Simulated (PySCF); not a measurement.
# Gas-phase thermal properties of SO₃

Energies from PySCF (xtb for GFN2), thermal terms from the rigid-rotor harmonic-oscillator model, ideal gas at 1 bar. The comparison is the NASA 1993 polynomial table, which mixes measured and estimated data. 6-31G* has spherical d functions here. All species are closed-shell singlets. B3LYP is the form with VWN-RPA correlation. The harmonic model lacks anharmonicity and excited electronic states, which grow with temperature; levels with a mode under 35 cm⁻¹ are left out.

| level | point group | σ | ZPE (kJ/mol) | S°298 (J/mol/K) | Cp298 (J/mol/K) | S°1000 (J/mol/K) | H1000 − H298 (kJ/mol) |
|---|---|---|---|---|---|---|---|
| table | - | - | - | 256.8 | 50.7 | 334.8 | 47.1 |
| B3LYP/6-31G* | D3h | 6 | 30.9 | 258.4 | 52.0 | 337.6 | 47.7 |
| GFN2-xTB | D3h | 6 | 29.9 | 259.1 | 53.0 | 339.1 | 48.1 |
| HF/6-31G* | D3h | 6 | 36.1 | 254.6 | 48.2 | 329.8 | 45.5 |
| PBE/def2-SVP | D3h | 6 | 29.9 | 259.4 | 52.8 | 339.5 | 48.1 |
| PBE0/def2-TZVP | D3h | 6 | 33.4 | 256.3 | 50.1 | 333.6 | 46.6 |
σ: rotational symmetry number. Electronic degeneracy used: 1. Frequencies are unscaled.
